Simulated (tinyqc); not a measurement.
ROHF in the sto-3g basis, for H2O, spin multiplicity 3, step by step. This run ends on a higher stationary point, not on the lowest solution. One step of it, computed by the program tinyqc.

Question. Iteration 2: Roothaan effective Fock matrix. With projectors Pc = D(beta) S, Po = (D(alpha) - D(beta)) S, Pv = 1 - D(alpha) S, the block xy is Px^T F Py; with Fc = (F(alpha) + F(beta))/2, the blocks are Fc for cc, oo, vv and cv, F(beta) for co and F(alpha) for ov.

F(alpha) (hartree), lower triangle:
```
             1O 1s      1O 2s     1O 2px     1O 2py     1O 2pz      2H 1s      3H 1s
1O 1s   -20.343859
1O 2s    -5.210079  -2.552174
1O 2px    0.000000   0.000000  -0.566444
1O 2py    0.000000   0.000000   0.000000  -0.579477
1O 2pz   -0.023444  -0.062074   0.000000   0.000000  -0.431120
2H 1s    -0.811184  -0.804006   0.000000  -0.288562  -0.336055  -0.484985
3H 1s    -0.811184  -0.804006   0.000000   0.288562  -0.336055  -0.224784  -0.484985
```

F(beta) (hartree), lower triangle:
```
             1O 1s      1O 2s    1O 2px     1O 2py     1O 2pz      2H 1s      3H 1s
1O 1s   -20.305003
1O 2s    -5.153611  -2.308295
1O 2px    0.000000   0.000000  0.332604
1O 2py    0.000000   0.000000  0.000000  -0.265440
1O 2pz   -0.025562  -0.073657  0.000000   0.000000  -0.361467
2H 1s    -0.802972  -0.748388  0.000000  -0.325290  -0.315033  -0.277212
3H 1s    -0.802972  -0.748388  0.000000   0.325290  -0.315033  -0.246589  -0.277212
```

D(alpha) after iteration 1, lower triangle:
```
            1O 1s      1O 2s    1O 2px     1O 2py    1O 2pz      2H 1s     3H 1s
1O 1s    1.050323
1O 2s   -0.209585   0.896182
1O 2px   0.000000   0.000000  1.000000
1O 2py   0.000000   0.000000  0.000000   1.180880
1O 2pz   0.051883  -0.253919  0.000000   0.000000  0.714340
2H 1s   -0.026647   0.060078  0.000000  -0.364458  0.196740   0.809609
3H 1s   -0.026647   0.060078  0.000000   0.364458  0.196740  -0.659088  0.809609
```

D(beta) after iteration 1, lower triangle:
```
            1O 1s      1O 2s    1O 2px     1O 2py    1O 2pz      2H 1s     3H 1s
1O 1s    1.050323
1O 2s   -0.209585   0.896182
1O 2px   0.000000   0.000000  0.000000
1O 2py   0.000000   0.000000  0.000000   0.521542
1O 2pz   0.051883  -0.253919  0.000000   0.000000  0.714340
2H 1s   -0.026647   0.060078  0.000000   0.264579  0.196740   0.209482
3H 1s   -0.026647   0.060078  0.000000  -0.264579  0.196740  -0.058961  0.209482
```

overlap S, lower triangle:
```
           1O 1s     1O 2s    1O 2px     1O 2py    1O 2pz     2H 1s     3H 1s
1O 1s   1.000000
1O 2s   0.236704  1.000000
1O 2px  0.000000  0.000000  1.000000
1O 2py  0.000000  0.000000  0.000000   1.000000
1O 2pz  0.000000  0.000000  0.000000   0.000000  1.000000
2H 1s   0.036252  0.372150  0.000000   0.248150  0.219563  1.000000
3H 1s   0.036252  0.372150  0.000000  -0.248150  0.219563  0.195967  1.000000
```

Give: effective F.

Answer.

effective F (hartree), lower triangle:
```
           1O 1s    1O 2s   1O 2px   1O 2py   1O 2pz    2H 1s    3H 1s
1O 1s   -20.3244
1O 2s    -5.1818  -2.4302
1O 2px    0.0000   0.0000  -0.1169
1O 2py    0.0000   0.0000   0.0000  -0.3942
1O 2pz   -0.0245  -0.0679   0.0000   0.0000  -0.3963
2H 1s    -0.8071  -0.7762   0.0000  -0.3134  -0.3255  -0.3957
3H 1s    -0.8071  -0.7762   0.0000   0.3134  -0.3255  -0.2211  -0.3957
```
